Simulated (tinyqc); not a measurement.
Inside a calculation. Method: extended Hueckel theory, for N2. One step of it, computed by the program tinyqc.

Question. Wolfsberg-Helmholz matrix. H_ij = K' S_ij (H_ii + H_jj)/2 for i != j (the diagonal keeps H_ii), with K' = 1.75.

overlap S, lower triangle:
```
,1N 2s,1N 2px,1N 2py,1N 2pz,2N 2s,2N 2px,2N 2py,2N 2pz
1N 2s,1.000000
1N 2px,0.000000,1.000000
1N 2py,0.000000,0.000000,1.000000
1N 2pz,0.000000,0.000000,0.000000,1.000000
2N 2s,0.399789,0.000000,0.000000,0.408713,1.000000
2N 2px,0.000000,0.238764,0.000000,0.000000,0.000000,1.000000
2N 2py,0.000000,0.000000,0.238764,0.000000,0.000000,0.000000,1.000000
2N 2pz,-0.408713,0.000000,0.000000,-0.331699,0.000000,0.000000,0.000000,1.000000
```

diagonal H_ii (eV): 1N 2s -26.000000, 1N 2px -13.400000, 1N 2py -13.400000, 1N 2pz -13.400000, 2N 2s -26.000000, 2N 2px -13.400000, 2N 2py -13.400000, 2N 2pz -13.400000

K = 1.750000

Give: H.

Answer.

H (eV), lower triangle:
```
,1N 2s,1N 2px,1N 2py,1N 2pz,2N 2s,2N 2px,2N 2py,2N 2pz
1N 2s,-26.000
1N 2px,0.000,-13.400
1N 2py,0.000,0.000,-13.400
1N 2pz,0.000,0.000,0.000,-13.400
2N 2s,-18.190,0.000,0.000,-14.090,-26.000
2N 2px,0.000,-5.599,0.000,0.000,0.000,-13.400
2N 2py,0.000,0.000,-5.599,0.000,0.000,0.000,-13.400
2N 2pz,14.090,0.000,0.000,7.778,0.000,0.000,0.000,-13.400
```
